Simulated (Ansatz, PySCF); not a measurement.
# Smallest direct gap on the k points sampled of zinc-blende AlN (metastable phase) at several levels of theory

No measured value is used here.

```tsv
level (code)	value (eV)	cell (Å³/atom)
LDA (Ansatz)	4.16	10.50
PBE (Ansatz)	4.11	10.50
PBE-D4 (Ansatz)	4.18	10.43
r²SCAN (Ansatz)	4.78	10.50
HSE06 (Ansatz)	5.48	10.50
Hartree–Fock (Ansatz)	13.42	10.50
evGW@PBE (PySCF)	6.47 ± 0.1	10.50
```

At these levels the smallest gap is indirect and lower: LDA 3.24, PBE 3.32, PBE-D4 3.33, r²SCAN 3.93, HSE06 4.54, Hartree–Fock 12.04, evGW@PBE 5.79 eV. Computed values are for a static lattice.  A ± on a computed value is a rough bar: the spread of its extrapolation, a floor set from checks against published values, or a statistical error. Values are at the measured cell; PBE-D4 at the level's own equilibrium cell. Cutoffs and k meshes differ between the levels. Ansatz's density-functional and Hartree–Fock values are scalar-relativistic unless marked +SOC, with PAW data made under PBE.

Ansatz is a first-principles code.
